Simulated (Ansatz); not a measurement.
**Active spaces for CH3P, singlet**

Computed with Ansatz's Gaussian-basis code (development build); CASPT2, NEVPT3, NEVPT4(SD) by development code. Basis aug-cc-pVDZ on C/H, aug-cc-pV(D+d)Z on P, nonrelativistic, 6 orbitals frozen in the corrections. State-specific CASSCF; RHF is the lowest restricted (open-shell) Hartree–Fock solution met. Single-reference values can break down or jump between states where bonds are stretched. No symmetry is imposed, so a solution can break that of the shape. Lower solutions, or ones in other orbitals, may exist.

Geometry:

```xyz
5

C     0.0000    0.0238    1.0775
P     0.0000   -0.1007   -0.5930
H     0.0000    0.9584    1.6301
H     0.0000   -0.8828    1.6761
H     0.0000    1.2924   -0.8762
```

Question: What do CASSCF and its corrections give against RHF in CAS(4,3), and what are the occupations?

Answer: CASSCF -0.802 eV, SC-NEVPT2 -7.384 eV, FIC-NEVPT2 -7.389 eV, NEVPT3 -8.148 eV, NEVPT4(SD) -8.465 eV, CASPT2 (IPEA 0) -7.496 eV; occupations 2.00, 1.89, 0.12. The MRCI reference weight is 0.896.

Question: How do single-reference totals in the same basis and frozen core stand against SC-NEVPT2 in CAS(4,3)?

Answer: CCSD(T) -1.216 eV, CCSDT -1.241 eV. Coupled cluster stands on the determinant that it favours, which can lie over the RHF solution above, and is in doubt where the occupations are far from 0, 1 and 2.

Question: Roughly how much CPU time does a whole run from the default start take (median of such runs, summed over threads; nearly all runs on one pinned thread of a shared server, mostly Xeon at 2.3 to 2.6 GHz, by a development driver)?

Answer: CAS(4,3): about 9.2 s. Other jobs ran beside these, and the count of passes differs.
